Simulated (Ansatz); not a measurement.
**One structure, 4 elements: BeC3, BeSi3, BeGe3, BeSn3**

Plane-wave DFT in Ansatz with scalar-relativistic PAW potentials, cutoff 420 eV, Γ-centred meshes chosen by cell and gap, Gaussian smearing with energies taken to zero width. Every cell was relaxed (cell and atoms) in a run of its own, within the symmetry of its start. Functional: PBE.

All members share space group Pm-3m and the same sites; only the element on one set of sites changes (C, Si, Ge, Sn). Members needn't be the stable form of their composition. Energies over the elements, where given, are against the elements' standard states in the same functional (H₂, N₂, O₂ and halogens uncorrected, Hg as a solid). The first member:

Space group Pm-3m (No. 221). a = 3.013 Å, b = 3.013 Å, c = 3.013 Å, α = 90.00°, β = 90.00°, γ = 90.00°
| atom | site | symmetry | x | y | z |
| --- | --- | --- | --- | --- | --- |
| Be | 1a | m-3m | 0.0000 | 0.0000 | 0.0000 |
| C | 3c | 4/mm.m | 0.0000 | 0.5000 | 0.5000 |

| compound | V (Å³/atom) | a (Å) | energy over elements (eV/atom) |
| --- | --- | --- | --- |
| BeC3 | 6.83 | 3.013 | 2.915 |
| BeSi3 | 12.79 | 3.712 | 0.496 |
| BeSn3 | 23.82 | 4.567 | 0.487 |

**Question.** Predict the member with Ge.

**Answer.** V (Å³/atom) 16.98, a (Å) 4.080, energy over elements (eV/atom) 0.520. Interpolating linearly in period between Si and Sn would give 18.30 Å³/atom (7.8 % too large), with 0.491 eV/atom over the elements. Over the whole series the volume grows at each step down the group; all are metallic on the mesh; none is bound against its elements in this structure, and Sn comes closest, though by under 10 meV/atom, near what separate runs resolve.